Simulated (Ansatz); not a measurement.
**AlH2⁻, singlet: vertical spin and charge gaps**

Geometry (PBE0/def2-TZVPD stationary point for this spin, not checked as a minimum):

```xyz
3

Al    0.0000   -0.0810    0.0000
H     0.0000    1.0848   -1.2329
H     0.0000    1.0848    1.2329
```

Basis aug-cc-pVDZ; Ansatz 0.2.0. Correlated methods freeze the noble-gas cores. R marks a restricted (for open shells ROHF) determinant. Active spaces: valence = (6e, 6o) chosen from the atoms' valence shells.

Gaps are energies of the second state less the first, at fixed atoms, for a selection of the levels run; each method lands on the state that its own search finds for that charge and spin.

The highest occupied Kohn–Sham level of the anion is positive, up to +1.08 eV, so in those functionals the extra electron is held by the basis alone, which enters their differences from the reference.

Removing an electron, to the doublet: 1.326 eV at full CI (singlet A1, doublet ion A1, in C2v).

| level | gap (eV) | error (meV) |
| --- | --- | --- |
| RHF | 0.459 | -867 |
| RMP2 | 1.114 | -212 |
| RCCSD | 1.286 | -40 |
| BCCD(T) | 1.318 | -8 |
| CISDTQ | 1.320 | -6 |
| RCCSDT(Q) | 1.325 | -1 |
| RCCSDTQ | 1.326 | 0 |
| NEVPT4(SD) (valence space) | 1.233 | -93 |
| MRCISD (valence space) | 1.244 | -82 |
| PBE | 1.315 | -11 |

In so small a basis the reference is far from its limit while semilocal and hybrid functionals are nearer theirs, so the functionals' errors here hold much of the reference's basis and frozen-core error, which can add to them or hide them.

Full CI is exact within this basis and frozen core; it isn't the basis-set limit.
